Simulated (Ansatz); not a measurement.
Ideal-gas functions of BClO, SMILES `O=BCl` at 298.15 K and 1 bar, from an Ansatz frequency run at PBE0-D4/def2-TZVP.

Molar mass 62.26 g/mol, point group C∞v (symmetry number 1), electronic degeneracy 1, moments of inertia 97.188 u Å². Harmonic wavenumbers (cm⁻¹, unscaled): 419, 419, 699, 2040.

Use S(trans) = R[1.5 ln M + 2.5 ln T − 1.1517]; rotational temperatures θ = 24.2544 K / I; S(rot) = R[ln(T/σθ) + 1]; for each mode x = 1.438777 ν̃/T, S = R[x/(eˣ − 1) − ln(1 − e⁻ˣ)] and H = RT x/(eˣ − 1); 1 cm⁻¹ = 0.0119627 kJ/mol; R = 8.31446 J/(mol·K).

**Question.** By hand: the entropy, in J/(mol·K).

**Answer.** Translation 160.4. Rotation: θ = 0.2496 K, giving 67.2. Vibration, mode by mode: 3.75, 3.75, 1.29, 0.00, in all 8.8. Electronic 0.0. Sum 236.4 J/(mol·K).

**Question.** By hand: H − E and G − E in kJ/mol, counted from the electronic energy.

**Answer.** Zero-point energy ½ × 3577 × 0.0119627 = 21.4; thermal vibration 1.8; translation, rotation and pV give 3.5 RT = 8.7. H − E = 31.9 kJ/mol, and G − E = 31.9 − 298.15 × 236.4/1000 = -38.6 kJ/mol.

Vibration gives 4 % of the entropy.
